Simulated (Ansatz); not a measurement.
CHGeP⁺ (H-bridged), doublet in cc-pVDZ: errors against UCCSDT(Q)

Geometry: that of the CHGeP (H-bridged), singlet, kept fixed.

```xyz
4

C     0.0000   -1.1674    0.7073
P     0.0000    0.2556    1.5848
Ge    0.0000    0.0640   -0.7978
H     0.0000    1.4420    0.3672
```

Basis cc-pVDZ; Ansatz 0.2.0. Correlated methods freeze the noble-gas cores and the filled d shells of p-block atoms, which leaves 13 electrons in 44 orbitals. R marks a restricted (for open shells ROHF) determinant, U an unrestricted one. Active spaces: frontier = (9e, 9o) about the gap. No spin–orbit coupling is included, and no scalar relativity.

Full CI isn't at hand for all of this; UCCSDT(Q) serves as the reference, and is uncertain by about the last step of the cluster series. The frozen core follows each run's orbitals, which can shift R against U totals by a few meV for light atoms and by up to 0.1 eV past Ca.

Unrestricted rows (U) aren't spin-pure: their determinants' ⟨S²⟩ exceeds S(S+1) by up to 0.26, so they mix in states of higher spin.

The UHF ⟨S²⟩ is 1.009. The T1 diagnostic (RCCSD) is 0.0378, the largest doubles amplitude (RCCSD) is 0.093 and the T1 diagnostic (UCCSD) is 0.0513.

```csv
level,E − E(RHF) (eV)
UHF,-0.2773
UMP2,-7.7003
UCCSD,-8.8492
UCCSD(T),-9.3257
```

Estimate how far UCCSDT(Q) in cc-pVDZ lies from UCCSD(T). The table doesn't fix it; the size of (T) and the diagnostics are the guide.

UCCSDT(Q) in cc-pVDZ lies 3.99 mEh below UCCSD(T), which is 23 % of the (T) step (-17.51 mEh). T1 is raised, the determinant isn't spin-pure, but (T) still catches most of what CCSD lacks. The miss exceeds 1 kcal/mol.

The other levels:

| level | E − E(UCCSDT(Q)) (mEh) | share of correlation (%) | wall time |
| --- | --- | --- | --- |
| UCCSDT | 1.88 | 99.46 | – |

The correlation energy at UCCSDT(Q), counted from RHF, is -9.434 eV. That run took 81 s on 1 thread of Arm Neoverse V2, shared host.

Run but not shown, since their state or frozen core can't be matched to the reference's or they repeat it: RHF, RMP2, RCCSD, RCCSD(T), BCCD(T), RCCSDT, RCCSDT(Q), CASSCF (frontier space), MRCISD (frontier space), MRCISD+Q (frontier space).

Times hold each run's SCF and search for its determinant on a shared host, so for small cases they say little of a method's own cost; they ran on 1 thread of Arm Neoverse V2.
